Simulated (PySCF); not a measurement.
# Assigning NMR signals

Geometry:
| atom | x (Å) | y (Å) | z (Å) |
| --- | --- | --- | --- |
| O1 | 2.471 | -0.501 | -0.496 |
| C2 | 1.319 | -0.295 | -0.262 |
| C3 | 0.577 | 0.980 | -0.196 |
| C4 | -0.690 | 0.716 | 0.096 |
| C5 | -0.854 | -0.757 | 0.237 |
| O6 | 0.431 | -1.299 | 0.006 |
| H7 | 1.051 | 1.934 | -0.368 |
| H8 | -1.504 | 1.418 | 0.220 |
| H9 | -1.557 | -1.170 | -0.494 |
| H10 | -1.195 | -1.048 | 1.237 |

Method: PBE0-D3(BJ)/def2-TZVP structure, GIAO PBE0/pcSseg-2 shieldings, in PySCF 2.14 (single conformer, equivalent nuclei averaged, relativity neglected, in vacuum).

Referencing at the same level of theory: ¹³C (186.03 ppm), ¹H (31.52 ppm) vs TMS.

(1) Assign these signals to the numbered atoms. ¹³C{¹H} NMR (computed): δ 180.4, 164.6, 134.2, 75.6.

(2) Assign these signals to the numbered atoms. ¹H NMR (400 MHz, computed): δ 7.75 (m, 1H), 6.30 (d, 1H), 4.81 (m, 2H).

Answers

(1) 
```tsv
δ (ppm)	atoms	environment	reason
180.4	C2	ester carbonyl carbon	it is a carbonyl in resonance with an O or N lone pair, the region of acids, esters and amides
164.6	C4	β carbon of a C=C–C=O unit	conjugation with the carbonyl draws π density from the β position
134.2	C3	α carbon of a C=C–C=O unit	as expected for a trigonal carbon in a double bond
75.6	C5	allylic sp3 CH2 bonded to O	the inductive effect lowers its shielding
```

(2) 
7.75 → H8, hydrogen on a β carbon of a C=C–C=O unit: a vinylic proton, deshielded by the sp2 carbon and the C=C anisotropy
6.30 → H7, hydrogen on an α carbon of a C=C–C=O unit: olefinic region
4.81 → H9/H10, hydrogen on an allylic sp3 CH2 bonded to O: its carbon carries O, an electronegative neighbour

Shifts are as computed. Against solution values, carbons near 30 ppm lie about +3 ppm off and those near 130 ppm about +9 ppm. Of 1211 compounds with measured shifts, 218 miss one by over three times the rms of a fit or turn the order of signals round; such compounds aren't used in these exercises. No couplings were computed; multiplicities are counted from neighbouring protons, with m where these are inequivalent, close in shift, in a saturated or five-membered ring or joined by F or P, and br s for small geminal =CH2 splittings.
